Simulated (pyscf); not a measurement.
This saddle point was located with ωB97X-D3(BJ)/def2-SVP in PySCF.

```xyz
7

Al     1.1685    -0.1158    -0.2047
O      2.6207     0.2934     0.4638
H      1.6499     0.3267     1.5459
N      0.4801     0.1211     1.6283
H      0.2684    -0.5302    -1.4234
H     -0.0692     0.9317     1.9143
H      0.2337    -0.6621     2.2336
```
Charge 0, spin multiplicity 1.

Surface: singlet, charge 0. Lowest wavenumbers (cm⁻¹): 1084i, 387, 425, 465, 602.

**Question.** Name the species on either side of this saddle.

**Answer.** O=AlH + ammonia (NH₃) <-> H₂N–AlH–OH, an addition across a multiple bond or ene-type step read from left to right: H–N broken and Al–N, H–O formed. At CCSD(T)/def2-TZVPP + ΔMP2(QZVPP) it lies -23.1 kcal/mol from the left side and +53.4 kcal/mol from the right (each side as separated species at their lowest minima found). On the reactant side the descent ends in an adduct with a Al–N contact, 32.7 kcal/mol under the separated species and 5.5 kcal/mol under the saddle at ωB97X-D3(BJ)/def2-TZVP. At CCSD(T) the saddle lies under the separated reactants, which points to a path from their complex (located at ωB97X-D3(BJ) alone). What is counted as formed (Al–N) is already present as a longer contact in the reactant adduct; forming that adduct is a step of its own. At ωB97X-D3(BJ) the barrier from the zero used here is -27.2 kcal/mol. O=AlH lies 43.9 kcal/mol over its isomer HO–Al [singlet] (electronic energy, ωB97M-D3(BJ)). This is the saddle that the search found; another between the same sides may lie lower. The CCSD(T) − MP2 part came from Ansatz, without density fitting, on the same reference. The largest closed-shell T1 diagnostic is 0.031, which may signal static correlation.
